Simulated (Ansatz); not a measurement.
What does this script print? It uses the Ansatz DFT code, driven from Python.

The script, `conformers_c4h10no.py`:
```python
import ansatz as az
from rdkit import Chem
from rdkit.Chem import AllChem


def main() -> None:
    rd = Chem.AddHs(Chem.MolFromSmiles("COC1CC[NH2+]1"))
    ids = list(AllChem.EmbedMultipleConfs(rd, numConfs=20, randomSeed=722, pruneRmsThresh=0.4))
    field = [energy for _, energy in AllChem.MMFFOptimizeMoleculeConfs(rd)]
    distinct = {round(e, 2): i for i, e in zip(ids, field)}
    chosen = sorted(distinct.items())[:4]
    found = []
    for force_field, index in chosen:
        system = az.Crystal.molecule()
        for atom, xyz in zip(rd.GetAtoms(), rd.GetConformer(index).GetPositions()):
            system = system.atom(atom.GetSymbol(), xyz.round(5).tolist())
        calculation = (
            system.calculation()
            .basis(gaussian="cc-pVDZ")
            .functional("hf")
            .charge(1)
        )
        found.append(calculation.run().report["free_energy_ev"])
    print("conformer   MMFF (kcal/mol)   this level (eV)")
    for (force_field, index), e in zip(chosen, found):
        print(f"{index:9d} {force_field - chosen[0][0]:17.2f} {(e - min(found)):17.3f}")


if __name__ == "__main__":
    main()
```

Running `python conformers_c4h10no.py` prints:
```text
conformer   MMFF (kcal/mol)   this level (eV)
        1              0.00             0.000
        2              0.11             0.069
```

The conformers keep their force-field geometries. The whole script took 3.5 s on 1 thread of Intel(R) Xeon(R) Platinum 8375C CPU @ 2.90GHz (Ice Lake), with other jobs on the host, peak memory 0.39 GiB.
